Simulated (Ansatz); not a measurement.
Predict the output of the script below (the Ansatz DFT code, driven from Python).

Script `relaxed_scan_h2o2si.py`:
```python
import ansatz as az
import numpy as np

SETTINGS = {
    "basis": "def2-SVP",
    "xc": "HF",
}

geometry_ang = [
    ("O", (-1.4782, -0.1569, -0.2592)),
    ("Si", (-0.2186, -0.7282, 0.528)),
    ("O", (1.0576, 0.1954, 0.0764)),
    ("H", (-1.2631, 0.6613, -0.8461)),
    ("H", (1.9523, -0.0452, 0.4595)),
]
mol = az.Crystal.molecule()
for symbol, xyz in geometry_ang:
    mol = mol.atom(symbol, xyz)

setup = (
    mol.calculation()
    .basis(gaussian=SETTINGS["basis"])
    .functional(SETTINGS["xc"])
    .accuracy("medium")
)
symbols = [site.symbol for site in mol.cartesian_sites]
pairs = [(0, 1), (0, 3), (1, 2), (2, 4)]
print("held (A)   E (eV)        ", "  ".join(f"{symbols[i]}{i}-{symbols[j]}{j}" for i, j in pairs))
for length in [0.92, 1.0, 1.08, 1.2, 1.35]:
    r = setup.relax(constraints=[az.DistanceConstraint((2, 4), at=length)], force_tolerance=0.02, max_steps=60).run(threads=1, backend="cpu").report
    xyz = np.array(r["positions_ang"])
    print(f"{length:6.2f} {r['free_energy_ev']:14.5f}  ", "  ".join(f"{np.linalg.norm(xyz[i] - xyz[j]):.3f}" for i, j in pairs))
```

Running `python relaxed_scan_h2o2si.py` prints:
```text
held (A)   E (eV)         O0-Si1  O0-H3  Si1-O2  O2-H4
DeckWarning: relax.constraints: the input's atoms, or those drawn, lie off the distances that are held; a relaxation that starts there is brought onto them ahead of its first SCF, by positions alone, an atom by 4.13e-2 Å at the most. With the symmetry detection on, the symmetry is detected on the input's atoms as so brought (as typed, where only the drawn atoms reach the distances), and notices that speak of the structure as typed mean those atoms
  0.92   -11963.95541   1.643  0.948  1.660  0.920
  1.00   -11963.89426   1.643  0.948  1.661  1.000
  1.08   -11963.56050   1.643  0.948  1.663  1.080
  1.20   -11962.80463   1.644  0.948  1.664  1.200
  1.35   -11961.71153   1.645  0.948  1.665  1.350
```
(Warnings from the package without file and line, repeats left out.)

The settings weren't tested for convergence. The energies are electronic: no zero-point or thermal terms, and the basis set is short of its limit. Run time: 20 s on 1 thread of Arm Neoverse V1, on a shared host, peak memory 0.17 GiB.
